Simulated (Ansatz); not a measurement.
## How well does each level of theory give the band gap of diamond-structure Si?

Reference value: 1.23 eV (measured, zero-point renormalisation of 0.06 eV added back here (the table's ZPR column); inputs from Chen et al. (2018), doi:10.1103/physrevmaterials.2.073803).

### Question
Which of these levels comes closest to the reference?
A) PBE (Ansatz (a first-principles code))
B) LDA (Ansatz)
C) PBE-D3(BJ) (Ansatz)
D) G0W0@PBE+SOC (Ansatz)

### Answer
D, G0W0@PBE+SOC (Ansatz)

| level (code) | value (eV) | cell (Å³/atom) | error (eV) |
|---|---|---|---|
| LDA (Ansatz) | 0.47 (indirect) | 20.01 | -0.76 |
| PBE (Ansatz) | 0.57 (indirect) | 20.01 | -0.66 |
| PBE-D3(BJ) (Ansatz) | 0.56 | 19.92 | -0.67 |
| G0W0@PBE+SOC (Ansatz) | 1.15 | 20.01 | -0.08 |

Closest of the ranked levels: G0W0@PBE+SOC (-0.08 eV). Farthest off among them: LDA (-0.76 eV). Of the ranked levels only G0W0@PBE+SOC lands within 0.3 eV.

Density-functional gaps are differences of (generalised) Kohn–Sham levels of a static lattice; semilocal ones lie below quasiparticle gaps as a rule. Measured gaps hold zero-point and thermal shifts unless a correction is named.  PBE-D3(BJ): the gap is read on the k mesh or supercell of the run alone and can be too large. G0W0@PBE+SOC: spin–orbit coupling enters as the shift of the gap found with a semilocal functional. Values are at the measured cell; PBE-D3(BJ) at the level's own equilibrium cell. Cutoffs differ between the levels. Ansatz's density-functional and Hartree–Fock values are scalar-relativistic unless marked +SOC, with PAW data made under PBE.

Differences are worked out from the printed values.
